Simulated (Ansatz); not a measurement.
Results of rVV10 (plane waves, PAW; Ansatz, a program for electronic structure) for A-type hexagonal La2O3.

Numerical settings: plane-wave cutoff 520 eV, 12×12×6 k mesh (along the axes of the cell as run), Fermi–Dirac smearing 0.01 eV, scalar-relativistic PAW data made under PBE.

Computed points:

```tsv
V (Å³/atom)	E − E_lowest (meV/atom)	P (GPa)
16.146	10.03	4.93
16.483	2.43	2.35
16.819	0.00	0.00
17.155	2.28	-2.14
17.492	8.84	-4.08
```

What bulk modulus B0 and pressure derivative B′ does a third-order Birch–Murnaghan fit give?

V0 = 16.819 Å³/atom, B0 = 112 GPa, B′ = 3.8 (fit to the energies at full precision).

Shape and atoms are relaxed at each volume.

Measured, for comparison: bulk modulus 113 GPa (300 K, no zero-point or thermal correction; as tabulated in Santana et al. (2016), arXiv:1608.06321); equilibrium volume per atom 16.44 Å³/atom (room temperature, no zero-point or thermal correction, equation of state from high-pressure X-ray diffraction; as tabulated in Ibáñez et al. (2020), arXiv:2005.12956). Computed (rounded) less measured: bulk modulus -0.9 %, equilibrium volume per atom +2.3 %.

Note: the bulk modulus comes from volumes at which shape and atoms were relaxed.

Spin–orbit coupling is not included.

Static lattice: no zero-point or thermal effects.
